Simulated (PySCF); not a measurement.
## Working out the ionisation energy of Ne

Ne [Ne] (1S) → Ne⁺ [He] 2s2 2p5 (2P). Computed with PySCF 2.14 in def2-SVP, with no relativity, point nucleus. Frozen: 1s2. Energies in hartree (1 hartree = 27.21139 eV):

| part | Ne (lower) | Ne⁺ (upper) |
| --- | --- | --- |
| UHF | -128.376407 | -127.648288 |
| CCSD correlation | -0.187316 | -0.140699 |
| (T) | -0.001033 | -0.001056 |

Problem. What does Hartree-Fock give?

Solution. (-127.648288) − (-128.376407) = 0.728119 hartree = 19.813 eV.

Problem. What do CCSD and CCSD(T) give?

Solution. The CCSD correlation energies differ by 0.046617 hartree = 1.269 eV and the triples by -0.000023 hartree = -0.001 eV, so CCSD gives 21.082 eV and CCSD(T) 21.081 eV.

Measured between the centres of the two terms (NIST): 21.597 eV, so CCSD(T) (valence) is off by -0.516 eV.

A double-zeta basis recovers only part of the correlation energy.

What remains against the reference includes basis incompleteness, the frozen core and higher excitations.
